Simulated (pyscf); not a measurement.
Four-centre exchange: BiH₃ + GaH₃ -> H₂Ga–BiH₂ + H₂

Gas phase, singlet surface, charge 0. Bonds broken: Bi1–H2, Ga5–H6. Bonds formed: Bi1–Ga5, H2–H6. Optimised with ωB97X-D3(BJ)/def2-SVP in PySCF.

Transition state (Å):

```xyz
8

Bi    -1.4140    -1.1583     0.8641
H     -0.6873     0.8408     0.5765
H     -1.0289    -2.0625    -0.6266
H     -2.9770    -0.6508     0.1688
Ga     0.0316     0.6022    -0.9618
H     -0.1685     1.8292     0.1846
H      1.4565     0.0238    -0.7759
H     -0.9369     0.8380    -2.1411
```

One imaginary mode, 1188i cm⁻¹; descent along it reached the two sides named, in the forms told below.

```tsv
bond	change	reactant side (Å)	saddle	product side
Bi1–H2	breaks	1.836	2.146	3.5
Ga5–H6	breaks	1.571	1.691	2.445
Bi1–Ga5	forms	3.1	2.9	2.7
H2–H6	forms	2.6	1.183	0.765
```

Electronic energies relative to the separated reactants (kcal/mol):

```
level                   barrier  reaction energy  reverse barrier
----------------------  -------  ---------------  ---------------
ωB97X-D3(BJ)/def2-TZVP      9.3            -19.2             28.5
PBE/def2-TZVP               6.2            -14.0             20.2
r²SCAN/def2-TZVP            6.8            -13.9             20.7
B3LYP-D3(BJ)/def2-TZVP     11.6            -13.7             25.3
PBE0-D3(BJ)/def2-TZVP       7.6            -14.4             22.0
M06-2X/def2-TZVP           12.8            -15.2             28.0
ωB97M-D3(BJ)/def2-TZVP     15.4            -11.8             27.1
HF/def2-TZVP               33.5             -8.7             42.2
```

With ωB97M-D3(BJ)/def2-TZVP energies and thermal terms (ideal gas, 1 atm, RRHO with modes under 100 cm⁻¹ raised to 100, one conformer, R ln 2 for chiral ones without a mode under 150 cm⁻¹), in kcal/mol:

```
T (K)   ΔH‡   ΔG‡     ΔH     ΔG
-----  ----  ----  -----  -----
298    15.9  25.0  -11.6  -11.4
600    16.3  34.1  -10.3  -11.7
900    16.9  42.9   -9.5  -12.6
1200   17.5  51.4   -9.1  -13.7
```

On the reactant side the descent ends in an adduct with a Bi–Ga contact (not fully relaxed), 10.7 kcal/mol under the separated species and 20.1 kcal/mol under the saddle at ωB97X-D3(BJ)/def2-TZVP. What is counted as formed (Bi–Ga) is already present as a longer contact in the reactant adduct; forming that adduct is a step of its own. At the saddle there is also a short Ga–H contact that neither side keeps. This is the saddle that the search found; another between the same sides may lie lower. Elements up to Kr have no core potential and no relativistic terms here. Elements past Kr carry the def2 core potentials, without spin-orbit coupling.
